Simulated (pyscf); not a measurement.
A first-order saddle from PySCF, ωB97X-D3(BJ)/def2-SVP:

```xyz
8

C     -0.3092    -0.0384    -0.6305
S      1.1522     0.4671    -0.0333
H      0.0037    -0.2712     2.1045
H     -1.0799     0.6957    -0.9066
H     -0.3969    -1.0130    -1.1318
H      0.6775     0.0543     1.6782
H     -1.0945    -0.5144     0.5965
H     -0.9864    -0.5835     1.4647
```
Charge 0, spin multiplicity 1.

Surface: singlet, charge 0. Lowest wavenumbers (cm⁻¹): 1333i, 353, 521, 694, 804.

Q: Which two sides does it connect, and which bonds change?

A: `[CH3][SH]` + `[H][H]` ⇌ `[CH2]=[S]` + `[H][H]` + `[H][H]`, a multi-bond step read from left to right: C–H, H–S, H–H broken and H–H, H–H formed. At ωB97M-D3(BJ)/def2-TZVP it lies +69.1 kcal/mol from the left side and +27.7 kcal/mol from the right (each side as separated species at their lowest minima found). This is the saddle that the search found; another between the same sides may lie lower.
